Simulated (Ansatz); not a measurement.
# C6H12: vertical ionisation energy

One table from this session's results is given with a row withheld; the runs are named, their logs left out.

Method: unrestricted cation, the program's frozen cores in correlated methods; program: Ansatz 0.2.0, Gaussian basis.

Plan: UKS PBE-D4/def2-TZVPP; UKS r2SCAN-D4/def2-TZVPP; UKS PBE0-D4/def2-TZVPP; UKS B3LYP-D4/def2-TZVPP; UKS wB97X-V/def2-TZVPP; UKS wB97M-V/def2-TZVPP; UKS B2PLYP/def2-TZVPP; UHF-CCSD(T)/def2-TZVPP; UHF-MP2/def2-QZVPP; extrapolation to the limit; then −ε(HOMO) from the neutral's earlier runs with LDA (SPW92), PBE-D4, revPBE-D4, BLYP-D4, r2SCAN-D4, B97M-V, PBE0-D4, B3LYP-D4, r2SCANh-D4, r2SCAN0-D4, HSE06-D4, BHLYP-D4, CAM-B3LYP-D4, LC-ωPBE, ωB97X-V, ωB97M-V.

### The geometry

All runs share one geometry, relaxed beforehand with PBE0-D4 in a triple-zeta def2 set.

SMILES `CC/C=C\CC`, 18 atoms, charge 0, spin multiplicity 1.

Atoms are counted from 1 here; the program's logs count them from 0.

Bond lengths: C1–C2 1.525 Å, C1–H7 1.093 Å, C1–H8 1.092 Å, C1–H9 1.093 Å, C2–C3 1.493 Å, C2–H10 1.092 Å, C2–H11 1.097 Å, C3–C4 1.330 Å, C3–H12 1.089 Å, C4–C5 1.493 Å, C4–H13 1.089 Å, C5–C6 1.525 Å, C5–H14 1.097 Å, C5–H15 1.092 Å, C6–H16 1.092 Å, C6–H17 1.093 Å, C6–H18 1.093 Å. Angles: C2–C1–H7 111.3°, C2–C1–H8 110.8°, C2–C1–H9 111.0°, H7–C1–H8 108.2°, H7–C1–H9 107.8°, H8–C1–H9 107.5°, C1–C2–C3 112.1°, C1–C2–H10 109.8°, C1–C2–H11 108.8°, C3–C2–H10 110.9°, C3–C2–H11 108.7°, H10–C2–H11 106.2°, C2–C3–C4 127.8°, C2–C3–H12 114.8°, C4–C3–H12 117.4°, C3–C4–C5 127.8°, C3–C4–H13 117.4°, C5–C4–H13 114.8° and more.

Coordinates:

```xyz
18
C6H12
C    -1.25624   -2.41375    0.50747
C    -0.62402   -1.10546    0.97117
C     0.69308   -0.85271    0.31407
C     1.02143    0.14985   -0.49648
C     0.16632    1.29533   -0.92910
C     0.71215    2.63489   -0.44519
H    -2.19327   -2.60950    1.03411
H    -1.46673   -2.38525   -0.56413
H    -0.58728   -3.25910    0.68960
H    -1.31431   -0.27805    0.79232
H    -0.47339   -1.15030    2.05672
H     1.45788   -1.60010    0.52088
H     2.03827    0.16564   -0.88639
H     0.12031    1.30672   -2.02490
H    -0.86126    1.16821   -0.58125
H     0.72497    2.67764    0.64635
H     1.73693    2.79000   -0.79313
H     0.10515    3.46594   -0.81210
```

Set-up of the first run:

in.yaml reads:

```yaml
crystal:
  periodic: [false, false, false]
  atoms:
    - {symbol: C, position_ang: [-1.256241, -2.413747, 0.507467]}
    - {symbol: C, position_ang: [-0.624019, -1.105460, 0.971174]}
    - {symbol: C, position_ang: [0.693080, -0.852707, 0.314069]}
    - {symbol: C, position_ang: [1.021429, 0.149849, -0.496479]}
    - {symbol: C, position_ang: [0.166319, 1.295326, -0.929104]}
    - {symbol: C, position_ang: [0.712150, 2.634887, -0.445191]}
    - {symbol: H, position_ang: [-2.193272, -2.609503, 1.034106]}
    - {symbol: H, position_ang: [-1.466735, -2.385254, -0.564133]}
    - {symbol: H, position_ang: [-0.587283, -3.259103, 0.689600]}
    - {symbol: H, position_ang: [-1.314305, -0.278053, 0.792324]}
    - {symbol: H, position_ang: [-0.473389, -1.150301, 2.056721]}
    - {symbol: H, position_ang: [1.457882, -1.600097, 0.520877]}
    - {symbol: H, position_ang: [2.038273, 0.165643, -0.886391]}
    - {symbol: H, position_ang: [0.120309, 1.306721, -2.024898]}
    - {symbol: H, position_ang: [-0.861261, 1.168211, -0.581254]}
    - {symbol: H, position_ang: [0.724966, 2.677641, 0.646346]}
    - {symbol: H, position_ang: [1.736931, 2.790001, -0.793128]}
    - {symbol: H, position_ang: [0.105147, 3.465936, -0.812103]}
basis:
  gaussian: {orbitals: def2-TZVPP}
total_charge: 1
magnetization: {spin_polarized: true, initial_magnetization: 1}
hamiltonian: {xc: pbe, dispersion: d4}
```

Started as:

```bash
> ansatz run in.yaml --threads 2 --pin off --events-out ev --progress --plain --max-ram 22528MiB --backend cuda --devices 0, --max-vram 18GiB
```

Among the steps run: Cation, UKS PBE-D4/def2-TZVPP; Cation, UKS r2SCAN-D4/def2-TZVPP; Cation, UKS PBE0-D4/def2-TZVPP; Cation, UKS B3LYP-D4/def2-TZVPP; Cation, UKS wB97X-V/def2-TZVPP; Cation, UKS wB97M-V/def2-TZVPP; Cation, UKS B2PLYP (frozen core)/def2-TZVPP; Cation, UHF-CCSD(T)/def2-TZVPP; Cation, UHF-MP2/def2-QZVPP.

One of the session's tables, all rows but one given; the rest of the session is left out.

It belongs to the step «Ionisation energies side by side». For comparison, −ε(HOMO) of the neutral from earlier runs:

```
  functional  −ε(HOMO) (eV)
 LDA (SPW92)           5.99
      PBE-D4           5.82
   revPBE-D4           5.76
     BLYP-D4           5.67
   r2SCAN-D4              ?
      B97M-V           6.05
     PBE0-D4           6.92
    B3LYP-D4           6.71
  r2SCANh-D4           6.42
  r2SCAN0-D4           7.05
    HSE06-D4           6.52
    BHLYP-D4           7.88
CAM-B3LYP-D4           8.25
     LC-ωPBE           9.62
     ωB97X-V           9.24
     ωB97M-V           9.16
```

Q: Estimate the row for r2SCAN-D4 from the others.

Worked estimate for «−ε(HOMO) (eV)». Against the share of exact exchange, r2SCANh-D4 (0.1, 6.42), r2SCAN0-D4 (0.25, 7.05) give a slope of 4.20 per unit share; at 0 the line stands at 6.00.

The run gave: −ε(HOMO) (eV): 6.00. In «−ε(HOMO) (eV)» the line misses by 0.00.

To keep in mind: The cation may have settled in a state other than its lowest; no search over hole states beyond the program's own was made.
